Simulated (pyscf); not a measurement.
Optimised with ωB97X-D3(BJ)/def2-SVP in PySCF. MP2 and CC: frozen core, UHF for open shells. ΔMP2 is the change of the MP2 total energy from the triple- to the quadruple-zeta basis.

Estimate by transition-state theory the rate constant of Li–CH₃ + H• → Li• + CH₄ (doublet surface; C–Li broken, C–H formed) at 900 K, with CCSD(T)/def2-TZVPP + ΔMP2(QZVPP) energies (ideal gas, 1 atm, RRHO with modes under 100 cm⁻¹ raised to 100, one conformer, R ln 2 for chiral ones without a mode under 150 cm⁻¹; no tunnelling).

The electronic barrier is 4.0 kcal/mol and the thermal terms add +21.4, so ΔG‡ = 25.4 kcal/mol. With k_BT/h = 1.88e+13 s⁻¹ and RT = 1.788 kcal/mol, and a volume of 1.23e-19 cm³ per molecule at 1 atm, k = 1.6e-12 cm³ molecule⁻¹ s⁻¹. Wigner's tunnelling factor for 1547i cm⁻¹ would be 1.25. A shift of 1 kcal/mol in the barrier changes k by a factor 1.7. One saddle was located; it need not be the lowest between these sides. The angle at the attacked C is 180°. The CCSD(T) − MP2 part came from Ansatz, without density fitting, on the same reference. An open-shell T1 diagnostic exceeds 0.045. A UHF reference is spin-contaminated (<S²> up to 1.16), which harms MP2 most. The frozen core leaves the outer d or s,p core shells of the metals and heavy elements correlated in the MP2 and CC values, and def2-TZVPP describes them poorly, which can shift differences by a few kcal/mol.
